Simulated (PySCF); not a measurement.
# BClH3P: NMR shifts at several levels of theory, part 2 of 2

PySCF 2.14.0. Atoms count from 0.

### 7 Shielding tensors: PBE0/cc-pVTZ

Job settings and geometry (Å):

```
{"job": {"kind": "nmr", "xc": "PBE0", "basis": "cc-pVTZ", "pop": true}, "charge": 0, "multiplicity": 1}
P     -0.306791    -0.359082    -1.140619
B      1.475853     0.061483    -0.676285
Cl     2.675243    -1.191485    -0.445508
H     -0.545307    -1.480507    -0.301059
H     -0.979503     0.632449    -0.375362
H      1.853977     1.205804    -0.664947
```

Level: GIAO PBE0/cc-pVTZ NMR shielding, non-relativistic, gas phase.

What it wrote:

```text
coarse grid: 6200 points
cycle   1  E = -827.9312365494  dE =  8.957e-02  |g| = 1.600e-01  |ddm| = 4.230e+00
cycle   2  E = -827.9345515973  dE = -3.315e-03  |g| = 1.397e-01  |ddm| = 6.393e-01
cycle   3  E = -827.9395829948  dE = -5.031e-03  |g| = 2.720e-02  |ddm| = 2.538e-01
cycle   4  E = -827.9397316012  dE = -1.486e-04  |g| = 1.362e-02  |ddm| = 6.235e-02
cycle   5  E = -827.9397926029  dE = -6.100e-05  |g| = 2.138e-03  |ddm| = 2.467e-02
cycle   6  E = -827.9397938992  dE = -1.296e-06  |g| = 9.889e-04  |ddm| = 5.379e-03
final grid: 51000 points
cycle   7  E = -827.9543675486  dE = -1.875e-05  |g| = 5.300e-03  |ddm| = 3.718e-02
cycle   8  E = -827.9543649898  dE =  2.559e-06  |g| = 5.762e-03  |ddm| = 1.928e-02
cycle   9  E = -827.9543751931  dE = -1.020e-05  |g| = 6.469e-04  |ddm| = 1.070e-02
cycle  10  E = -827.9543753264  dE = -1.333e-07  |g| = 1.656e-04  |ddm| = 1.083e-03
cycle  11  E = -827.9543753343  dE = -7.824e-09  |g| = 3.261e-05  |ddm| = 3.159e-04
cycle  12  E = -827.9543753346  dE = -3.270e-10  |g| = 8.097e-06  |ddm| = 5.143e-05
converged SCF energy = -827.9543753346

GIAO shielding tensors (ppm)
atom      isotropic    diamagn.    paramagn.     s11        s22        s33       span
  0 P      494.778     970.180    -475.401    401.554    483.602    599.180    197.626
  1 B       20.259     191.288    -171.029    -69.244     16.926    113.094    182.338
  2 Cl     643.602    1146.401    -502.799    308.147    563.410   1059.250    751.102
  3 H       28.092      30.067      -1.976     23.803     26.876     33.596      9.793
  4 H       27.881      30.148      -2.267     23.988     25.843     33.813      9.825
  5 H       23.390      28.163      -4.773     20.318     23.625     26.226      5.908
```

It took 7.1 s on 1 thread of Arm Neoverse V1, shared host; peak memory 0.54 GiB.

This run: δ P0 -175.0, B1 82.5, Cl2 309, H5 7.90, H3 3.30 ppm (means over like atoms).

### 8 Nuclear shieldings: PBE0/aug-cc-pVDZ

Same as in step 7 but for these lines:

```diff
@@ -1,2 +1,2 @@
-{"job": {"kind": "nmr", "xc": "PBE0", "basis": "cc-pVTZ", "pop": true}, "charge": 0, "multiplicity": 1}
+{"job": {"kind": "nmr", "xc": "PBE0", "basis": "aug-cc-pVDZ", "pop": true}, "charge": 0, "multiplicity": 1}
 P     -0.306791    -0.359082    -1.140619
```

With the program's defaults for keys left out, this is: GIAO PBE0/aug-cc-pVDZ NMR shielding, non-relativistic, gas phase.

What it wrote:

```text
coarse grid: 6200 points
cycle   1  E = -827.8986049713  dE =  1.122e-01  |g| = 1.477e-01  |ddm| = 4.827e+00
cycle   2  E = -827.9007329728  dE = -2.128e-03  |g| = 1.424e-01  |ddm| = 7.729e-01
cycle   3  E = -827.9066580105  dE = -5.925e-03  |g| = 2.315e-02  |ddm| = 3.244e-01
cycle   4  E = -827.9067995391  dE = -1.415e-04  |g| = 1.190e-02  |ddm| = 6.897e-02
cycle   5  E = -827.9068505881  dE = -5.105e-05  |g| = 1.761e-03  |ddm| = 2.875e-02
cycle   6  E = -827.9068516315  dE = -1.043e-06  |g| = 5.451e-04  |ddm| = 5.430e-03
final grid: 51000 points
cycle   7  E = -827.9227823297  dE = -7.941e-06  |g| = 3.759e-03  |ddm| = 6.311e-02
cycle   8  E = -827.9227803092  dE =  2.020e-06  |g| = 4.431e-03  |ddm| = 2.067e-02
cycle   9  E = -827.9227874498  dE = -7.141e-06  |g| = 4.260e-04  |ddm| = 1.084e-02
cycle  10  E = -827.9227875092  dE = -5.937e-08  |g| = 1.138e-04  |ddm| = 9.333e-04
cycle  11  E = -827.9227875132  dE = -4.012e-09  |g| = 2.093e-05  |ddm| = 2.804e-04
cycle  12  E = -827.9227875134  dE = -1.712e-10  |g| = 6.126e-06  |ddm| = 6.013e-05
converged SCF energy = -827.9227875134

GIAO shielding tensors (ppm)
atom      isotropic    diamagn.    paramagn.     s11        s22        s33       span
  0 P      538.878     967.578    -428.701    450.438    528.572    637.623    187.185
  1 B       30.838     206.686    -175.848    -54.972     27.715    119.771    174.742
  2 Cl     669.932    1147.756    -477.824    350.936    591.956   1066.904    715.968
  3 H       28.124      29.298      -1.174     23.671     26.941     33.760     10.089
  4 H       27.948      30.384      -2.436     23.944     25.943     33.959     10.015
  5 H       23.173      24.739      -1.566     20.306     23.408     25.804      5.498
```

It took 5.1 s on 1 thread of Arm Neoverse V1, shared host; peak memory 0.44 GiB.

Key values: δ P0 -166.8, B1 79.3, Cl2 298, H5 8.22, H3 3.36 ppm (means over like atoms).

### 9 Shielding tensors: PBE0/IGLO-III

Same as in step 8 but for these lines:

```diff
@@ -1,2 +1,2 @@
-{"job": {"kind": "nmr", "xc": "PBE0", "basis": "aug-cc-pVDZ", "pop": true}, "charge": 0, "multiplicity": 1}
+{"job": {"kind": "nmr", "xc": "PBE0", "basis": "IGLO-III", "pop": true}, "charge": 0, "multiplicity": 1}
 P     -0.306791    -0.359082    -1.140619
```

Method: GIAO PBE0/IGLO-III NMR shielding, non-relativistic, gas phase.

What it wrote:

```text
coarse grid: 6200 points
cycle   1  E = -827.9198981712  dE =  1.482e-02  |g| = 2.365e-01  |ddm| = 1.792e+00
cycle   2  E = -827.9238661029  dE = -3.968e-03  |g| = 1.266e-01  |ddm| = 3.706e-01
cycle   3  E = -827.9271779680  dE = -3.312e-03  |g| = 6.784e-02  |ddm| = 2.008e-01
cycle   4  E = -827.9281013447  dE = -9.234e-04  |g| = 1.150e-02  |ddm| = 5.615e-02
cycle   5  E = -827.9281369757  dE = -3.563e-05  |g| = 4.193e-03  |ddm| = 1.277e-02
cycle   6  E = -827.9281418924  dE = -4.917e-06  |g| = 8.407e-04  |ddm| = 3.805e-03
final grid: 51000 points
cycle   7  E = -827.9404175788  dE = -4.022e-05  |g| = 5.575e-03  |ddm| = 1.826e-02
cycle   8  E = -827.9404158101  dE =  1.769e-06  |g| = 5.482e-03  |ddm| = 8.692e-03
cycle   9  E = -827.9404232013  dE = -7.391e-06  |g| = 8.402e-04  |ddm| = 5.180e-03
cycle  10  E = -827.9404233970  dE = -1.957e-07  |g| = 2.162e-04  |ddm| = 7.351e-04
cycle  11  E = -827.9404234085  dE = -1.155e-08  |g| = 6.287e-05  |ddm| = 2.219e-04
cycle  12  E = -827.9404234096  dE = -1.073e-09  |g| = 9.277e-06  |ddm| = 5.882e-05
cycle  13  E = -827.9404234096  dE = -2.171e-11  |g| = 2.227e-06  |ddm| = 8.578e-06
converged SCF energy = -827.9404234096

GIAO shielding tensors (ppm)
atom      isotropic    diamagn.    paramagn.     s11        s22        s33       span
  0 P      484.368     970.878    -486.509    393.761    468.453    590.891    197.130
  1 B       13.284     193.690    -180.407    -79.950     10.404    109.397    189.347
  2 Cl     624.623    1147.033    -522.410    275.532    542.991   1055.346    779.814
  3 H       28.071      30.480      -2.409     23.718     26.842     33.652      9.935
  4 H       27.877      30.560      -2.683     23.937     25.815     33.878      9.942
  5 H       23.427      28.854      -5.427     20.513     23.695     26.073      5.560
```

Wall time 7.2 s (1 thread of Arm Neoverse V1, shared host); peak memory 0.59 GiB.

Key values: δ P0 -177.6, B1 86.7, Cl2 320, H5 7.95, H3 3.40 ppm (means over like atoms).

### 10 Shielding tensors: PBE0/pcSseg-0

Same as in step 9 but for these lines:

```diff
@@ -1,2 +1,2 @@
-{"job": {"kind": "nmr", "xc": "PBE0", "basis": "IGLO-III", "pop": true}, "charge": 0, "multiplicity": 1}
+{"job": {"kind": "nmr", "xc": "PBE0", "basis": "pcSseg-0", "pop": true}, "charge": 0, "multiplicity": 1}
 P     -0.306791    -0.359082    -1.140619
```

Method: GIAO PBE0/pcSseg-0 NMR shielding, non-relativistic, gas phase.

What it wrote:

```text
coarse grid: 6200 points
cycle   1  E = -826.8169213132  dE =  3.223e-02  |g| = 1.912e-01  |ddm| = 2.280e+00
cycle   2  E = -826.8145994424  dE =  2.322e-03  |g| = 2.349e-01  |ddm| = 7.254e-01
cycle   3  E = -826.8317910996  dE = -1.719e-02  |g| = 1.610e-02  |ddm| = 3.563e-01
cycle   4  E = -826.8318941279  dE = -1.030e-04  |g| = 5.521e-03  |ddm| = 4.035e-02
cycle   5  E = -826.8319062820  dE = -1.215e-05  |g| = 1.176e-03  |ddm| = 1.154e-02
cycle   6  E = -826.8319067191  dE = -4.371e-07  |g| = 4.386e-04  |ddm| = 2.786e-03
final grid: 51000 points
cycle   7  E = -826.9146800619  dE = -5.386e-06  |g| = 3.096e-03  |ddm| = 1.616e-02
cycle   8  E = -826.9146789283  dE =  1.134e-06  |g| = 3.498e-03  |ddm| = 1.046e-02
cycle   9  E = -826.9146833624  dE = -4.434e-06  |g| = 1.873e-04  |ddm| = 5.963e-03
cycle  10  E = -826.9146833744  dE = -1.200e-08  |g| = 7.142e-05  |ddm| = 4.025e-04
cycle  11  E = -826.9146833759  dE = -1.535e-09  |g| = 9.234e-06  |ddm| = 1.243e-04
cycle  12  E = -826.9146833759  dE = -3.513e-11  |g| = 1.375e-06  |ddm| = 2.505e-05
converged SCF energy = -826.9146833759

GIAO shielding tensors (ppm)
atom      isotropic    diamagn.    paramagn.     s11        s22        s33       span
  0 P      529.863     965.565    -435.702    415.685    529.286    644.617    228.932
  1 B       11.151     194.849    -183.698    -81.315      5.542    109.226    190.542
  2 Cl     628.458    1145.188    -516.729    271.014    464.387   1149.974    878.960
  3 H       29.499      29.862      -0.362     25.002     27.672     35.824     10.821
  4 H       29.539      30.003      -0.464     25.265     26.967     36.385     11.120
  5 H       24.361      27.680      -3.319     21.892     25.008     26.185      4.293
```

Wall time 2.1 s (1 thread of Arm Neoverse V1, shared host); peak memory 0.36 GiB.

In short: δ P0 -248.5, B1 93.7, Cl2 324, H5 8.47, H3 3.31 ppm (means over like atoms).

### 11 Shielding tensors: PBE0/pcSseg-3

Same as in step 10 but for these lines:

```diff
@@ -1,2 +1,2 @@
-{"job": {"kind": "nmr", "xc": "PBE0", "basis": "pcSseg-0", "pop": true}, "charge": 0, "multiplicity": 1}
+{"job": {"kind": "nmr", "xc": "PBE0", "basis": "pcSseg-3", "pop": true}, "charge": 0, "multiplicity": 1}
 P     -0.306791    -0.359082    -1.140619
```

Level: GIAO PBE0/pcSseg-3 NMR shielding, non-relativistic, gas phase.

What it wrote:

```text
coarse grid: 6200 points
cycle   1  E = -827.9545051609  dE =  8.091e-02  |g| = 1.800e-01  |ddm| = 1.445e+00
cycle   2  E = -827.9581923238  dE = -3.687e-03  |g| = 1.386e-01  |ddm| = 2.992e-01
cycle   3  E = -827.9628509980  dE = -4.659e-03  |g| = 4.016e-02  |ddm| = 1.185e-01
cycle   4  E = -827.9631243168  dE = -2.733e-04  |g| = 1.227e-02  |ddm| = 2.728e-02
cycle   5  E = -827.9631643039  dE = -3.999e-05  |g| = 3.831e-03  |ddm| = 9.934e-03
cycle   6  E = -827.9631680737  dE = -3.770e-06  |g| = 1.064e-03  |ddm| = 3.046e-03
final grid: 51000 points
cycle   7  E = -827.9718915863  dE = -6.256e-05  |g| = 5.538e-03  |ddm| = 4.490e-02
cycle   8  E = -827.9718892444  dE =  2.342e-06  |g| = 5.816e-03  |ddm| = 7.879e-03
cycle   9  E = -827.9718981114  dE = -8.867e-06  |g| = 8.199e-04  |ddm| = 4.504e-03
cycle  10  E = -827.9718982705  dE = -1.591e-07  |g| = 2.558e-04  |ddm| = 5.932e-04
cycle  11  E = -827.9718982863  dE = -1.581e-08  |g| = 7.177e-05  |ddm| = 1.978e-04
cycle  12  E = -827.9718982877  dE = -1.384e-09  |g| = 1.115e-05  |ddm| = 4.940e-05
cycle  13  E = -827.9718982877  dE = -2.831e-11  |g| = 2.773e-06  |ddm| = 8.862e-06
converged SCF energy = -827.9718982877

GIAO shielding tensors (ppm)
atom      isotropic    diamagn.    paramagn.     s11        s22        s33       span
  0 P      471.744     968.116    -496.372    378.880    456.971    579.380    200.500
  1 B       11.445     193.272    -181.827    -82.568      8.000    108.904    191.471
  2 Cl     626.139    1147.475    -521.336    286.541    541.780   1050.097    763.555
  3 H       27.885      29.501      -1.616     23.631     26.701     33.322      9.692
  4 H       27.657      29.659      -2.003     23.827     25.621     33.522      9.694
  5 H       23.234      28.785      -5.551     20.091     23.473     26.138      6.047
```

Run time: 34 s. Hardware: 1 thread of Arm Neoverse V1, shared host; peak memory 1.1 GiB.

In short: δ P0 -179.4, B1 87.1, Cl2 316, H5 7.94, H3 3.40 ppm (means over like atoms).

### 12 Comparing the runs: NMR shifts

Shifts (ppm), means over like atoms, with basis size and wall time:

| run | H5 | H3 | P0 | B1 | Cl2 | functions | time |
| --- | --- | --- | --- | --- | --- | --- | --- |
| PBE0/6-31G* | 7.90 | 3.34 | -137.8 | 78.6 | 262 | 56 | 2.9 s |
| PBE0/6-311+G(2d,p) | 8.04 | 3.47 | -178.3 | 81.3 | 310 | 115 | 5.3 s |
| PBE0/def2-SVP | 7.79 | 3.10 | -158.1 | 80.8 | 296 | 65 | 2.8 s |
| PBE0/def2-TZVP | 8.04 | 3.46 | -181.1 | 83.7 | 322 | 123 | 5.9 s |
| PBE0/cc-pVDZ | 7.91 | 3.14 | -148.2 | 81.4 | 287 | 65 | 3.2 s |
| PBE0/cc-pVTZ | 7.90 | 3.30 | -175.0 | 82.5 | 309 | 140 | 7.1 s |
| PBE0/aug-cc-pVDZ | 8.22 | 3.36 | -166.8 | 79.3 | 298 | 104 | 5.1 s |
| PBE0/IGLO-III | 7.95 | 3.40 | -177.6 | 86.7 | 320 | 153 | 7.2 s |
| PBE0/pcSseg-0 | 8.47 | 3.31 | -248.5 | 93.7 | 324 | 41 | 2.1 s |
| PBE0/pcSseg-3 | 7.94 | 3.40 | -179.4 | 87.1 | 316 | 323 | 34 s |

### 13 Outcome

The summary covers parts 1 to 2.

```
                                                            quantity                 value
1H shifts against TMS (PBE0/6-31G*, means over atoms taken as alike)        7.90, 3.34 ppm
                              31P shifts against H3PO4 (PBE0/6-31G*)            -137.8 ppm
                           11B shifts against BF3·OEt2 (PBE0/6-31G*)              78.6 ppm
                               35Cl shifts against HCl (PBE0/6-31G*)               262 ppm
                                            range of the shift of P0  -248.5 to -137.8 ppm
```

In words: Single values in the summary come from the first run of each kind that ended normally (PBE0/6-31G*), which need not be the best level. At PBE0/6-31G*: The widest tensor belongs to Cl2: span 755 ppm, with a paramagnetic part of -479 ppm. In ppm, P0 moves most: its shift spreads over 110.7 ppm, from -248.5 (PBE0/pcSseg-0) to -137.8 (PBE0/6-31G*). Most of that comes from the computed reference, not from the atom's own shielding.
